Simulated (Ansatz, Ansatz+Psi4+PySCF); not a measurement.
```tsv
atom	x (Å)	y (Å)	z (Å)
C	0.0803	0.6203	0.0000
N	0.0803	-0.5681	0.0000
H	-1.0441	0.2551	0.0000
```

Basis set: cc-pVTZ (spherical functions). Frozen core: 2 orbitals. Charge 0, multiplicity 1.

Computed with Ansatz (development build ahead of 0.2.0); each method stands on the lowest determinant of its kind that the runs found. Restricted open shells among the atoms or ions are ROHF, correlated in semicanonical orbitals with singles.

(1) Give the atomization energy at this shape (free ground-state atoms in the same class of orbitals less the molecule, no zero-point energy) of singlet CHN by RHF-CCSD(T), RHF-MP2.

## Answers

(1)

| method | atomization energy |
| --- | --- |
| RHF-CCSD(T) | 253.49 kcal/mol |
| RHF-MP2 | 260.84 kcal/mol |

Caution: stretched shape with no unrestricted run beside it, a lower state can exist; the shape is not the minimum.
